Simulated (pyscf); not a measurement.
## Four-centre exchange: `[Cl][Ga]` [singlet] + `[FH]` -> `[F][Ga]` [singlet] + `[ClH]`

Gas phase, singlet surface, charge 0. Bonds broken: Ga1–Cl2, F3–H4. Bonds formed: Ga1–F3, Cl2–H4. Optimised with ωB97X-D3(BJ)/def2-SVP in PySCF. Correlated levels are frozen-core, on RHF or UHF. ΔMP2 is the change of the MP2 total energy from the triple- to the quadruple-zeta basis.

Transition state (Å):

```xyz
4

Ga     0.2519    -0.7371     0.2791
Cl    -2.0293     0.5042     0.9561
F     -1.2581    -1.1957    -0.8965
H     -1.9367    -0.4125    -0.1705
```

One imaginary mode, 411i cm⁻¹; descent along it reached the two sides named, in the forms told below.

| bond | change | reactant side (Å) | saddle | product side |
|---|---|---|---|---|
| Ga1–Cl2 | breaks | 2.297 | 2.7 | 3.1 |
| F3–H4 | breaks | 0.945 | 1.265 | 1.738 |
| Ga1–F3 | forms | 2.520 | 1.968 | 1.832 |
| Cl2–H4 | forms | 2.114 | 1.455 | 1.308 |

Electronic energies relative to the separated reactants (kcal/mol):

```
level                             barrier  reaction energy  reverse barrier
--------------------------------  -------  ---------------  ---------------
ωB97X-D3(BJ)/def2-TZVP                2.7             +6.4             -3.8
PBE/def2-TZVP                        -2.7             +3.6             -6.3
r²SCAN/def2-TZVP                     -1.6             +3.6             -5.2
B3LYP-D3(BJ)/def2-TZVP                0.7             +4.1             -3.4
PBE0-D3(BJ)/def2-TZVP                 0.6             +5.6             -5.0
M06-2X/def2-TZVP                      2.4             +5.1             -2.7
ωB97M-D3(BJ)/def2-TZVP                1.9             +3.6             -1.7
HF/def2-TZVP                         15.7             +5.4             10.3
MP2/def2-QZVPP                        3.7             +5.8             -2.1
CCSD/def2-TZVPP                       6.8             +4.9              2.0
CCSD(T)/def2-TZVPP                    4.8             +4.8              0.0
CCSD(T)/def2-TZVPP + ΔMP2(QZVPP)      4.8             +5.1             -0.3
```

With CCSD(T)/def2-TZVPP + ΔMP2(QZVPP) energies and thermal terms (ideal gas, 1 atm, RRHO with modes under 100 cm⁻¹ raised to 100, one conformer, R ln 2 for rigid chiral ones), in kcal/mol:

| T (K) | ΔH‡ | ΔG‡ | ΔH | ΔG |
|---|---|---|---|---|
| 298 | 2.4 | 11.2 | +3.9 | +3.8 |
| 600 | 1.9 | 20.3 | +3.7 | +3.8 |
| 900 | 2.0 | 29.5 | +3.7 | +3.8 |
| 1200 | 2.2 | 38.6 | +3.8 | +3.8 |

On the reactant side the descent ends in a bound adduct, 8.2 kcal/mol under the separated species and 10.8 kcal/mol under the saddle at ωB97X-D3(BJ)/def2-TZVP. On the product side the descent ends in a complex, 7.2 kcal/mol under the separated species and 3.5 kcal/mol under the saddle at ωB97X-D3(BJ)/def2-TZVP. At PBE, r²SCAN the saddle lies under the separated reactants, which points to a path from their complex (located at ωB97X-D3(BJ) alone). At ωB97X-D3(BJ), PBE, r²SCAN, B3LYP-D3(BJ), PBE0-D3(BJ), M06-2X, ωB97M-D3(BJ), MP2, CCSD(T) the saddle lies under the separated products, which points to a path from their complex (located at ωB97X-D3(BJ) alone), and parting the products costs more than the saddle. This is the saddle that the search found; another between the same sides may lie lower. The CCSD(T) − MP2 part came from Ansatz, without density fitting, on the same reference. The frozen core leaves the outer d or s,p core shells of the metals and heavy elements correlated in the MP2 and CC values, and def2-TZVPP describes them poorly, which can shift differences by a few kcal/mol. Elements up to Kr have no core potential and no relativistic terms here.
